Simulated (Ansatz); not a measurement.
**SiNF+ (doublet): wave-function methods side by side, def2-TZVPP**

One table from this session's results is given with a row withheld; the runs are named, their logs left out.

Program: Ansatz 0.2.0, Gaussian basis. Level of theory: def2-TZVPP, core rule «outside noble gas», up to 7 orbitals frozen. These are calculated values, not measurements.

Plan: UHF; ROHF; CCSD(T) on UHF.

2 further runs of the same task are left out: 2 set aside as unsound or not needed.

### What is computed

The geometry is a PBE0/def2-TZVP stationary point (not a proven minimum) of the parent state, kept for this charge and spin.

3 atoms, charge 1, spin multiplicity 2.

Atoms are counted from 1 here; the program's logs count them from 0.

Bond lengths: F1–Si2 1.576 Å, Si2–N3 1.557 Å. Angles: F1–Si2–N3 180.0°.

Coordinates:

```csv
atom,x (Å),y (Å),z (Å)
F1,0.0000,0.0000,1.5698
Si2,0.0000,0.0000,-0.0062
N3,0.0000,0.0000,-1.5636
```

The first run:

in.yaml reads:

```yaml
crystal:
  periodic: [false, false, false]
  atoms:
    - {symbol: F, position_ang: [0.000000, 0.000000, 1.569800]}
    - {symbol: Si, position_ang: [0.000000, 0.000000, -0.006200]}
    - {symbol: N, position_ang: [0.000000, 0.000000, -1.563600]}
basis:
  gaussian: {orbitals: def2-TZVPP}
total_charge: 1
magnetization: {spin_polarized: true, initial_magnetization: 1}
hamiltonian: {xc: hf}
output: {orbitals: {seedname: orbitals}}
```

Run with:

```
ansatz run in.yaml --threads 1 --pin off --events-out ev --progress --plain --max-ram 4096MiB --backend cpu
```

Steps of the session up to this table: UHF; ROHF; CCSD(T) on UHF.

One of the session's tables, all rows but one given; the rest of the session is left out.

| method | from UCCSD(T) (meV) |
| --- | --- |
| ROHF | +14760.8 |
| UHF | ? |
| UMP2 | +1158.9 |
| UCCSD | +631.0 |
| UCCSD(T) | 0 |

Q: Estimate the row for UHF from the others.

**Answer.** from UCCSD(T) (meV): +14612.5. In the column «from UCCSD(T) (meV)» it lies between UMP2 (+1158.9) and ROHF (+14760.8).
